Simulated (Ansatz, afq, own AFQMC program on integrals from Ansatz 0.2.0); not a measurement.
## Atomization energy of CHN, singlet

```xyz
3

N     0.0000    0.0000    0.0555
C     0.0000    0.0000   -1.1080
H     0.0000    0.0000    1.0525
```

Connectivity, by distances: NH–C.

Atoms in their ground-state spins without spin–orbit coupling (mostly on UHF) minus the molecule (RHF), without zero-point energy. The geometry is a stationary point, not shown to be a minimum.

Basis cc-pVDZ. Only valence electrons are correlated. Integrals, coupled cluster, full CI and functionals: Ansatz 0.2.0; the random walks run on the same integrals in our own AFQMC program. The CISD trial takes its coefficients from CCSD amplitudes. Released means that phaseless walkers are propagated on without the constraint, phases kept. Free AFQMC starts from the CCSD state and is never constrained. Its projection time is finite, and what remains of the start isn't in its error. Uncertainties: one standard error, sampling alone. The errors of all members are added in quadrature.

No full CI on the walks' own integrals is used here; CCSDT(Q) serves as the reference and is uncertain by about the last step of the cluster series. Each member takes its own surest rung, up to full CI.

The best estimate is CCSD(T) at the basis-set limit (CBS: def2-TZVPP and def2-QZVPP, with their diffuse functions for anions and beside diffuse sets, CCSD(T) itself extrapolated) plus the step from CCSD(T) to CCSDT(Q) in cc-pVDZ. Rows without CBS are in cc-pVDZ, the functionals in def2-TZVP; B2PLYP and the wave-function rows carry a basis error of their own. Core correlation and relativity beyond core potentials are missing, and ± holds the sampling alone.

Cautions: other spins of the molecule weren't checked.

Best estimate: 297.2 kcal/mol.

```csv
level,atomization energy (kcal/mol),error against the best estimate (kcal/mol)
HF,181.5,-115.6
MP2,274.6,-22.6
CCSD,260.3,-36.9
CCSD(T),266.4,-30.8
CCSDT,266.4,-30.8
CCSDT(Q),266.9,-30.2
free AFQMC,267.1 ± 0.4,-30.0 ± 0.4
HF/CBS,189.8,-107.4
MP2/CBS,305.8,8.6
CCSD(T)/CBS,296.6,-0.6
PBE,310.5,13.3
r2SCAN,293.0,-4.2
PBE0,296.7,-0.5
B3LYP,298.6,1.5
wB97M-V,300.7,3.5
B2PLYP,296.2,-0.9
```

Correlation beyond CCSD(T) adds 0.6 kcal/mol. Going to the basis-set limit adds 30.2 kcal/mol at CCSD(T). The perturbative (T) step is worth +6.1 kcal/mol. The functionals spread over 17.5 kcal/mol; PBE0 and B2PLYP come nearest and PBE is 13.3 kcal/mol too high.

Best estimates are given only where the step beyond CCSD(T) is under 0.3 eV and no member's determinant is very poor (T1 over 0.05, or 0.07 for open shells, ⟨S²⟩ too high by 0.3, two states mixed), so the hardest cases are missing from such tables.

The functionals ran in a triple-zeta set and keep a basis error of their own, a few kJ/mol for each bond in atomization energies and more for double hybrids, so close places among them and the extrapolated levels can swap.

CCSDT and higher add their correlation energy to the determinant of the CCSD(T) run, since their own runs factorise the integrals more tightly (a shift of under 2 meV). Free projections are given only where their last times agree within the noise and don't stop above the reference; a slow remainder of the start can still hide under it. Each member of a difference takes its own highest rung, so a best estimate needn't equal the limit plus the step of one row. A walk keeps the symmetry of its determinant, which the program's search chose and which needn't be the lowest solution, so a lower state of the same spin and another symmetry isn't excluded.
